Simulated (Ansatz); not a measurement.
Relaxation of BFH3N (6 atoms, charge 0, multiplicity 1), to a largest force component of 0.02 eV/Å in at most 40 steps.

These are results of Ansatz 0.2.0, RKS BHLYP/6-31G, not measurements.

```xyz
6
Properties=species:S:1:pos:R:3:forces:R:3
B 0.000 0.000 0.000 2.05 0.10 5.21
N 0.000 0.000 1.550 -0.10 -0.05 -2.60
H -0.877 -0.271 2.080 2.14 0.92 -0.93
H 0.877 0.271 2.080 -2.21 -0.92 -1.04
H 1.030 0.000 -0.595 -0.23 0.17 0.14
F -1.143 0.000 -0.660 -1.65 -0.22 -0.78
```

Task: Where does it end, and by what steps?

Result: The run converged. Limits of this set-up: no polarisation functions. After 6 steps the energy has fallen by 0.737 eV; H3 moved furthest, 0.19 Å.

```csv
step,energy less start (eV),largest force component (eV/Å),accepted
0,0.0000,5.205,yes
1,-0.6257,2.300,yes
2,-0.6705,1.219,yes
3,-0.7318,0.310,yes
4,-0.7357,0.138,yes
5,-0.7369,0.127,yes
6,-0.7371,0.014,yes
```

```xyz
6
Properties=species:S:1:pos:R:3
B 0.029 0.008 0.088
N 0.006 0.001 1.475
H -0.843 -0.105 1.996
H 0.833 0.100 2.026
H 1.020 0.131 -0.539
F -1.158 -0.135 -0.592
```

The run took 9.1 s on 1 thread of Arm Neoverse V1, on a shared host, peak memory 0.11 GiB.
